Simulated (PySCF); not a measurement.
Molecule: SMILES CC[C@H](C)O, C4H10O.

Molfile (atoms numbered from 1):
```
C4H10O
     RDKit          3D

 15 14  0  0  0  0  0  0  0  0999 V2000
    2.0005   -0.2410    0.0680 C   0  0  0  0  0  0  0  0  0  0  0  0
    0.5638   -0.6992   -0.1159 C   0  0  0  0  0  0  0  0  0  0  0  0
   -0.4582    0.3847    0.1879 C   0  0  2  0  0  0  0  0  0  0  0  0
   -1.8874   -0.1139    0.0503 C   0  0  0  0  0  0  0  0  0  0  0  0
   -0.2038    1.4546   -0.6972 O   0  0  0  0  0  0  0  0  0  0  0  0
    2.7136   -1.0348   -0.2005 H   0  0  0  0  0  0  0  0  0  0  0  0
    2.1975    0.0462    1.1137 H   0  0  0  0  0  0  0  0  0  0  0  0
    2.2046    0.6354   -0.5634 H   0  0  0  0  0  0  0  0  0  0  0  0
    0.4034   -1.0290   -1.1574 H   0  0  0  0  0  0  0  0  0  0  0  0
    0.3501   -1.5697    0.5267 H   0  0  0  0  0  0  0  0  0  0  0  0
   -0.2986    0.7160    1.2375 H   0  0  0  0  0  0  0  0  0  0  0  0
   -2.0925   -0.9428    0.7451 H   0  0  0  0  0  0  0  0  0  0  0  0
   -2.6100    0.6892    0.2695 H   0  0  0  0  0  0  0  0  0  0  0  0
   -2.0704   -0.4647   -0.9773 H   0  0  0  0  0  0  0  0  0  0  0  0
   -0.8126    2.1691   -0.4868 H   0  0  0  0  0  0  0  0  0  0  0  0
  1  2  1  0
  2  3  1  0
  3  4  1  0
  3  5  1  0
  1  6  1  0
  1  7  1  0
  1  8  1  0
  2  9  1  0
  2 10  1  0
  3 11  1  1
  4 12  1  0
  4 13  1  0
  4 14  1  0
  5 15  1  0
M  END
```

Geometry PBE0-D3(BJ)/def2-SVP throughout; GIAO in PySCF, gas phase, one conformer, non-relativistic; equivalent atoms averaged; basis pcSseg-1.

(1) How do the absolute shieldings σ depend on the functional? (a selection of nuclei; ppm; last column core-seconds on shared hosts with different chips, so compare them loosely)

(2) Which nucleus among those listed moves most, in ppm?

Results:

(1) 
```
functional                    kind     C3     C2     C4     O5    H11     H9  H6/H7/H8    H10    H15  core-s
        HF            Hartree–Fock  129.3  160.1  164.3  289.7  28.74  30.51     30.51  30.78  31.28     3.5
       LDA                     LDA  105.3  144.7  152.2  259.1  27.00  29.55     29.74  29.58  30.68     9.6
       PBE                     GGA  106.5  144.4  151.5  256.3  27.47  29.94     30.09  29.97  31.26      15
      BLYP                     GGA   99.8  138.3  145.9  251.5  27.64  30.09     30.22  30.11  31.39      13
      BP86                     GGA  106.2  144.2  151.1  257.6  27.55  30.00     30.15  30.05  31.32      13
      OPBE                     GGA  115.9  152.0  158.2  263.1  27.57  29.96     30.14  30.04  31.38      13
       KT2                     GGA  111.0  148.2  155.2  255.7  27.49  29.93     30.07  29.96  31.21      13
       KT3                     GGA  111.3  147.6  154.6  255.8  27.68  30.06     30.21  30.10  31.40      13
     B97-D                     GGA  106.6  143.8  150.7  257.8  27.72  30.12     30.27  30.18  31.40      14
     B3LYP           global hybrid  106.9  143.8  150.5  262.0  27.88  30.13     30.25  30.23  31.32     8.9
      PBE0           global hybrid  114.6  150.6  156.6  268.4  27.81  30.03     30.16  30.15  31.23      14
  mPW1PW91           global hybrid  113.8  149.8  155.7  268.1  27.88  30.08     30.21  30.21  31.29     9.9
      WP04           global hybrid   99.7  137.9  144.5  259.3  28.21  30.29     30.47  30.51  31.33     8.3
     B97-2           global hybrid  114.2  150.0  155.9  267.5  27.91  30.13     30.25  30.25  31.34     7.9
 BHandHLYP           global hybrid  115.8  150.4  156.1  274.1  28.19  30.22     30.30  30.39  31.23     7.9
 CAM-B3LYP  range-separated hybrid  111.6  148.1  154.1  270.5  27.91  30.08     30.19  30.21  31.20      11
   wB97X-D  range-separated hybrid  115.3  151.2  156.5  272.4  28.00  30.15     30.26  30.31  31.31      11
   LC-wPBE  range-separated hybrid  121.2  156.9  161.4  282.4  28.02  30.10     30.23  30.30  31.27      16
```

(2) O5 (alcohol oxygen): from 251.5 ppm with BLYP to 289.7 ppm with HF. The smallest spread is 0.72 ppm, at H15. Proton shifts span only some 12 ppm, so a few tenths of a ppm matter as much there as several ppm in carbon.
